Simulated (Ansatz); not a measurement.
Ansatz (a first-principles code) input (B3LYP/6-31G*):

Ansatz 0.2 input:
```yaml
crystal:
  periodic: [false, false, false]
  atoms:
    - {symbol: C, position_ang: [0.00602422, -0.74789702, -0.79958568]}
    - {symbol: S, position_ang: [-0.00409619, 0.00762436, 0.87561480]}
    - {symbol: C, position_ang: [0.00151727, 0.73385981, -0.81250907]}
    - {symbol: H, position_ang: [-0.90600759, -1.27006020, -1.07760241]}
    - {symbol: H, position_ang: [0.92380411, -1.26442038, -1.06909152]}
    - {symbol: H, position_ang: [0.91615261, 1.25117696, -1.09103172]}
    - {symbol: H, position_ang: [-0.91365909, 1.24553714, -1.09954260]}
basis:
  gaussian:
    orbitals: 6-31G*
hamiltonian:
  xc: {name: B3LYP}
phonons: {temperatures: {t_min: 298.15, t_max: 298.15, t_step: 100}}
```

Output:

```
Functional definition: B3LYP
integrals: 0.01 GiB planned
640 factors; integrals over basis functions are off by at most 3.5e-4 eV
mean field: 0.16 GiB planned
mean field evaluation 1: about -12970.5853 eV, gradient 3.7e1 eV
mean field evaluation 2: about -12966.9569 eV, gradient 5.2e1 eV
mean field evaluation 4: about -12973.9382 eV, gradient 1.6e0 eV
mean field evaluation 8: about -12973.9396 eV, gradient 2.4e-2 eV
mean field -12973.93964485 eV, -476.7834878961 hartree, gradient 4.5e-5 eV, S^2 0.000000; 0 other end points of the search recorded, 0 dependent functions left out
the calculation of the forces begins
reference -12973.93981222 eV, -476.7834940468 hartree; 16, 16 occupied and 41, 41 virtual orbitals, 640 factors
these checks for a lower state are left out or cut short: stability, starts, cluster_reference, orbital_swaps, neighbouring_geometries, increment
integrals: 0.01 GiB planned
640 factors; integrals over basis functions are off by at most 3.5e-4 eV
mean field: 0.16 GiB planned
mean field evaluation 16: about -12973.9395 eV, gradient 1.3e-1 eV
mean field -12973.93957729 eV, -476.7834854133 hartree, gradient 3.0e-6 eV, S^2 0.000000; 0 other end points of the search recorded, 0 dependent functions left out
the calculation of the forces begins
reference -12973.93974468 eV, -476.7834915649 hartree; 16, 16 occupied and 41, 41 virtual orbitals, 640 factors
these checks for a lower state are left out or cut short: stability, starts, cluster_reference, orbital_swaps, neighbouring_geometries, increment
integrals: 0.01 GiB planned
640 factors; integrals over basis functions are off by at most 3.5e-4 eV
mean field: 0.16 GiB planned
mean field -12973.93957783 eV, -476.7834854330 hartree, gradient 1.5e-6 eV, S^2 0.000000; 0 other end points of the search recorded, 0 dependent functions left out
the calculation of the forces begins
reference -12973.93974517 eV, -476.7834915827 hartree; 16, 16 occupied and 41, 41 virtual orbitals, 640 factors
these checks for a lower state are left out or cut short: stability, starts, cluster_reference, orbital_swaps, neighbouring_geometries, increment
integrals: 0.01 GiB planned
640 factors; integrals over basis functions are off by at most 3.5e-4 eV
mean field: 0.16 GiB planned
mean field evaluation 32: about -12973.9395 eV, gradient 8.6e-5 eV
mean field -12973.93946063 eV, -476.7834811261 hartree, gradient 2.6e-6 eV, S^2 0.000000; 0 other end points of the search recorded, 0 dependent functions left out
the calculation of the forces begins
reference -12973.93962800 eV, -476.7834872770 hartree; 16, 16 occupied and 41, 41 virtual orbitals, 640 factors
these checks for a lower state are left out or cut short: stability, starts, cluster_reference, orbital_swaps, neighbouring_geometries, increment
integrals: 0.01 GiB planned
640 factors; integrals over basis functions are off by at most 3.5e-4 eV
mean field: 0.16 GiB planned
mean field -12973.93946923 eV, -476.7834814423 hartree, gradient 3.0e-6 eV, S^2 0.000000; 0 other end points of the search recorded, 0 dependent functions left out
the calculation of the forces begins
reference -12973.93963660 eV, -476.7834875928 hartree; 16, 16 occupied and 41, 41 virtual orbitals, 640 factors
these checks for a lower state are left out or cut short: stability, starts, cluster_reference, orbital_swaps, neighbouring_geometries, increment
integrals: 0.01 GiB planned
640 factors; integrals over basis functions are off by at most 3.5e-4 eV
mean field: 0.16 GiB planned
mean field -12973.93960623 eV, -476.7834864769 hartree, gradient 1.8e-6 eV, S^2 0.000000; 0 other end points of the search recorded, 0 dependent functions left out
the calculation of the forces begins
reference -12973.93977357 eV, -476.7834926265 hartree; 16, 16 occupied and 41, 41 virtual orbitals, 640 factors
these checks for a lower state are left out or cut short: stability, starts, cluster_reference, orbital_swaps, neighbouring_geometries, increment
integrals: 0.01 GiB planned
640 factors; integrals over basis functions are off by at most 3.5e-4 eV
mean field: 0.16 GiB planned
mean field -12973.93960538 eV, -476.7834864457 hartree, gradient 2.1e-6 eV, S^2 0.000000; 0 other end points of the search recorded, 0 dependent functions left out
the calculation of the forces begins
reference -12973.93977278 eV, -476.7834925975 hartree; 16, 16 occupied and 41, 41 virtual orbitals, 640 factors
these checks for a lower state are left out or cut short: stability, starts, cluster_reference, orbital_swaps, neighbouring_geometries, increment
integrals: 0.01 GiB planned
640 factors; integrals over basis functions are off by at most 3.5e-4 eV
mean field: 0.16 GiB planned
mean field -12973.93956214 eV, -476.7834848564 hartree, gradient 1.7e-6 eV, S^2 0.000000; 0 other end points of the search recorded, 0 dependent functions left out
the calculation of the forces begins
reference -12973.93972949 eV, -476.7834910066 hartree; 16, 16 occupied and 41, 41 virtual orbitals, 640 factors
these checks for a lower state are left out or cut short: stability, starts, cluster_reference, orbital_swaps, neighbouring_geometries, increment
integrals: 0.01 GiB planned
640 factors; integrals over basis functions are off by at most 3.5e-4 eV
mean field: 0.16 GiB planned
mean field evaluation 64: about -12973.9396 eV, gradient 1.1e-6 eV
mean field -12973.93956196 eV, -476.7834848499 hartree, gradient 1.1e-6 eV, S^2 0.000000; 0 other end points of the search recorded, 0 dependent functions left out
the calculation of the forces begins
reference -12973.93972934 eV, -476.7834910011 hartree; 16, 16 occupied and 41, 41 virtual orbitals, 640 factors
these checks for a lower state are left out or cut short: stability, starts, cluster_reference, orbital_swaps, neighbouring_geometries, increment
integrals: 0.01 GiB planned
640 factors; integrals over basis functions are off by at most 3.5e-4 eV
mean field: 0.16 GiB planned
mean field -12973.93960715 eV, -476.7834865105 hartree, gradient 8.4e-7 eV, S^2 0.000000; 0 other end points of the search recorded, 0 dependent functions left out
the calculation of the forces begins
reference -12973.93977451 eV, -476.7834926611 hartree; 16, 16 occupied and 41, 41 virtual orbitals, 640 factors
these checks for a lower state are left out or cut short: stability, starts, cluster_reference, orbital_swaps, neighbouring_geometries, increment
integrals: 0.01 GiB planned
640 factors; integrals over basis functions are off by at most 3.5e-4 eV
mean field: 0.16 GiB planned
mean field -12973.93960982 eV, -476.7834866089 hartree, gradient 2.7e-6 eV, S^2 0.000000; 0 other end points of the search recorded, 0 dependent functions left out
the calculation of the forces begins
reference -12973.93977720 eV, -476.7834927597 hartree; 16, 16 occupied and 41, 41 virtual orbitals, 640 factors
these checks for a lower state are left out or cut short: stability, starts, cluster_reference, orbital_swaps, neighbouring_geometries, increment
integrals: 0.01 GiB planned
640 factors; integrals over basis functions are off by at most 3.5e-4 eV
mean field: 0.16 GiB planned
mean field -12973.93962741 eV, -476.7834872552 hartree, gradient 1.3e-6 eV, S^2 0.000000; 0 other end points of the search recorded, 0 dependent functions left out
the calculation of the forces begins
reference -12973.93979478 eV, -476.7834934059 hartree; 16, 16 occupied and 41, 41 virtual orbitals, 640 factors
these checks for a lower state are left out or cut short: stability, starts, cluster_reference, orbital_swaps, neighbouring_geometries, increment
integrals: 0.01 GiB planned
640 factors; integrals over basis functions are off by at most 3.5e-4 eV
mean field: 0.16 GiB planned
mean field -12973.93962746 eV, -476.7834872569 hartree, gradient 1.4e-6 eV, S^2 0.000000; 0 other end points of the search recorded, 0 dependent functions left out
the calculation of the forces begins
reference -12973.93979482 eV, -476.7834934076 hartree; 16, 16 occupied and 41, 41 virtual orbitals, 640 factors
Total energy: -12973.93981222 eV, -476.7834940468 hartree
Atom 0 at     0.006024    -0.747897    -0.799586 Å, force    -0.000008     0.002221     0.000219 eV/Å
Atom 1 at    -0.004096     0.007624     0.875615 Å, force     0.000002    -0.000003    -0.000358 eV/Å
Atom 2 at     0.001517     0.733860    -0.812509 Å, force     0.000006    -0.002217     0.000258 eV/Å
Atom 3 at    -0.906008    -1.270060    -1.077602 Å, force     0.000146    -0.000536    -0.000024 eV/Å
Atom 4 at     0.923804    -1.264420    -1.069092 Å, force    -0.000142    -0.000537    -0.000026 eV/Å
Atom 5 at     0.916153     1.251177    -1.091032 Å, force    -0.000146     0.000536    -0.000035 eV/Å
Atom 6 at    -0.913659     1.245537    -1.099543 Å, force     0.000143     0.000536    -0.000034 eV/Å
Dipole moment:     0.002093    -0.003896    -0.447377 e Å
Vibrations: 633.07 663.45 844.32 912.12 970.01 1058.09 1085.71 1159.81 1207.16 1500.49 1526.29 3145.51 3146.40 3223.17 3237.42 cm⁻¹, zero-point energy 1.507216 eV
```

The blocks after the first are displaced geometries, from whose forces the wavenumbers follow.
